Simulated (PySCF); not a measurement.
C4H12P (charge +1).
Numbering: `[CH3:1][P+:2]([CH3:3])([CH3:4])[CH3:5]` (hydrogens: H6, H7, H8 on C1; H9, H10, H11 on C3; H12, H13, H14 on C4; H15, H16, H17 on C5)

Computed by this run: PySCF, PBE0-D3(BJ)/def2-SVP geometry optimisation, gas phase; density fitting, grid level 1; the optimiser is geomeTRIC in internal coordinates, started from a GFN2-xTB structure with every atom displaced at random (about 0.01 Å).

Step 0: E = -13612.8643 eV
```
atom  x, y, z in Å  |  force x, y, z in eV/Å
C1      0.0746   -1.3038   -1.2654   -0.990   1.557  -0.770
P2     -0.0067   -0.0072   -0.0052    0.590   0.070  -0.175
C3     -0.1762    1.6136   -0.7973    0.738   0.052   1.605
C4     -1.3876   -0.2779    1.0842   -1.101   0.129  -0.601
C5      1.5194   -0.0630    0.9623   -0.658   0.436   0.440
H6     -0.8667   -1.2507   -1.8714    0.534  -0.145   0.327
H7      0.1576   -2.2634   -0.8100    0.147  -1.144   0.518
H8      0.9206   -1.1064   -1.9364    0.111  -0.056   0.020
H9     -0.1919    2.4044   -0.0046   -0.030  -0.452  -0.428
H10    -1.0816    1.6601   -1.3600   -1.012   0.037  -0.671
H11     0.6813    1.7926   -1.4363    0.389   0.082  -0.392
H12    -2.3373   -0.2509    0.5091    0.302   0.066   0.001
H13    -1.3582   -1.2559    1.5428    0.264  -0.611   0.369
H14    -1.4740    0.4879    1.8528    0.210   0.296   0.293
H15     1.6162   -1.0404    1.4495    0.032  -0.109   0.015
H16     2.3746    0.1315    0.3298    0.521  -0.005  -0.443
H17     1.4916    0.7277    1.7370   -0.048  -0.205  -0.105
```

Step 1: E = -13612.9390 eV
```
atom  x, y, z in Å  |  force x, y, z in eV/Å
C1      0.0772   -1.2762   -1.2551    0.205  -0.445   0.118
P2     -0.0268   -0.0099    0.0190    0.067  -0.002  -0.130
C3     -0.1713    1.5895   -0.7855   -0.313   0.197  -0.225
C4     -1.4369   -0.2874    1.0953    0.151   0.001   0.187
C5      1.5007   -0.0311    0.9696    0.072  -0.106  -0.182
H6     -0.7523   -1.2375   -1.9673   -0.254   0.156  -0.018
H7      0.1078   -2.2964   -0.8213    0.004   0.325   0.019
H8      1.0095   -1.1167   -1.8149    0.062   0.008  -0.036
H9     -0.0824    2.4032   -0.0569    0.109   0.052   0.183
H10    -1.1614    1.7040   -1.2666    0.208  -0.179   0.008
H11     0.6163    1.7049   -1.5474   -0.039  -0.032   0.060
H12    -2.3605   -0.1254    0.5307   -0.181   0.053  -0.055
H13    -1.4266   -1.3243    1.4637    0.035   0.026   0.038
H14    -1.3928    0.4063    1.9549   -0.058  -0.100  -0.166
H15     1.6389   -1.0151    1.4440   -0.001   0.049   0.011
H16     2.3424    0.1581    0.2790   -0.082  -0.013   0.159
H17     1.4741    0.7522    1.7397    0.014   0.009   0.029
```

Task: Estimate the geometry and energy of step 2. (The exact step hangs on the optimiser's Hessian estimate; all steps are aligned on step 1, rigid shifts and turns removed.)

Result: E = -13612.9613 eV, largest force 0.175 eV/Å
```
atom  x, y, z in Å  |  force x, y, z in eV/Å
C1      0.0766   -1.2768   -1.2562    0.026  -0.116  -0.100
P2     -0.0173   -0.0064    0.0095    0.076   0.040  -0.017
C3     -0.1739    1.5960   -0.7890   -0.095   0.144   0.033
C4     -1.4296   -0.2907    1.0842   -0.006  -0.042  -0.025
C5      1.5050   -0.0334    0.9692   -0.028  -0.030  -0.033
H6     -0.7827   -1.2180   -1.9416   -0.010   0.026   0.064
H7      0.1039   -2.2785   -0.7997   -0.009   0.052   0.023
H8      1.0015   -1.1299   -1.8355   -0.034  -0.003  -0.008
H9     -0.0886    2.4030   -0.0443    0.021  -0.049  -0.005
H10    -1.1562    1.6826   -1.2789    0.042  -0.058  -0.024
H11     0.6170    1.7172   -1.5435    0.016   0.003   0.013
H12    -2.3624   -0.1379    0.5206    0.012  -0.005   0.016
H13    -1.4068   -1.3230    1.4637    0.016   0.011   0.024
H14    -1.3971    0.4067    1.9339   -0.026   0.022  -0.009
H15     1.6368   -1.0160    1.4457   -0.012   0.001   0.014
H16     2.3570    0.1568    0.2994    0.006   0.006   0.021
H17     1.4726    0.7467    1.7435    0.004  -0.003   0.014
```

The energy changes by -0.0224 eV. The first-order estimate −F·Δx gives -0.0340 eV and the mean of the old and new forces, exact on a quadratic surface, -0.0219 eV. The step makes an angle of 66° with the force vector and moves no atom by more than 0.044 Å.

What follows is the cost of the whole optimisation. On one thread, Arm Neoverse V2 (aarch64), shared host with 96 logical CPUs at a one-minute load of 31, this took 49 s wall and 0.60 GiB of memory at its peak.
